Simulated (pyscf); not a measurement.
Thermochemistry of product channels of H₃Si–Si•(SiH₃)–SiH₃ (SMILES [SiH3][Si]([SiH3])[SiH3]) + SiH₄ (SMILES [SiH4]) on the doublet surface, in kcal/mol, from ωB97M-D3(BJ)/def2-TZVP energies (ideal gas, 1 atm, RRHO with modes under 100 cm⁻¹ raised to 100, one conformer, R ln 2 for rigid chiral ones). Structures and frequencies: ωB97X-D3(BJ)/def2-SVP in PySCF.

| products | ΔE | ΔH(298 K) | ΔG(600 K) | ΔG(1200 K) |
|---|---|---|---|---|
| H₃Si–SiH(SiH₃)–SiH₃ (SMILES [SiH3][SiH]([SiH3])[SiH3]) + SiH₃• (SMILES [SiH3]) | +8.9 | +7.8 | +6.3 | +4.2 |
| H₃Si–Si(SiH₃)(SiH₃)–SiH₃ (SMILES [SiH3][Si]([SiH3])([SiH3])[SiH3]) + H• (SMILES [H]) | +21.9 | +19.3 | +25.2 | +28.2 |

These are energies of the channels, which say nothing of barriers.
